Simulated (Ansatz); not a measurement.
## Scan of HAl–BeH, doublet

Starting geometry (PBE0/def2-TZVP stationary point for this spin, not checked as a minimum):

```yaml
atoms:
  - { symbol: Al, position_ang: [0.0000, -0.0872, 0.6125] }
  - { symbol: Be, position_ang: [0.0000, 0.1455, -1.6947] }
  - { symbol: H, position_ang: [0.0000, 0.9982, 1.7921] }
  - { symbol: H, position_ang: [0.0000, 0.0360, -3.0350] }
```

From there one end is turned about the bond, all else rigid; atoms are numbered as listed. Energies are in kJ/mol, counted from the starting geometry at the same level. Kohn–Sham curves are unrestricted where that lies lower.

Basis 6-31G; Ansatz 0.2.0. Correlated methods freeze the noble-gas cores.

In so small a basis the reference is far from its limit while semilocal and hybrid functionals are nearer theirs (RPA and double hybrids share part of the reference's basis error), so the functionals' errors here hold much of the reference's basis and frozen-core error, which can add to them or hide them. The set has no polarisation functions, which weighs most on the reference.

Full CI is exact within this basis and frozen core; it isn't the basis-set limit.

```tsv
twist about Al1-Be2 (°)	full CI	PBE	revPBE	r2SCAN	PBE0	B3LYP	BHLYP	wB97M-V	B2PLYP	RPA-PBE
0.0	0.0	0.0	0.0	0.0	0.0	0.0	0.0	0.0	0.0	0.0
14.0	0.1	0.1	0.1	0.1	0.1	0.1	0.1	0.1	0.1	0.1
29.7	0.3	0.3	0.3	0.3	0.3	0.3	0.3	0.3	0.3	0.3
42.1	0.6	0.7	0.6	0.6	0.6	0.7	0.7	0.7	0.6	0.7
60.6	1.2	1.3	1.3	1.3	1.3	1.4	1.4	1.4	1.3	1.4
73.5	1.8	2.0	2.0	1.9	1.9	2.1	2.0	2.0	1.9	2.0
90.0	2.6	2.9	2.9	2.8	2.8	3.0	2.9	2.9	2.9	3.0
120.0	4.3	4.8	4.7	4.7	4.6	4.9	4.7	4.7	4.7	4.9
150.0	5.8	6.4	6.3	6.2	6.1	6.5	6.2	6.2	6.2	6.6
180.0	6.4	7.0	7.0	6.9	6.7	7.2	6.8	6.8	6.8	7.2
```
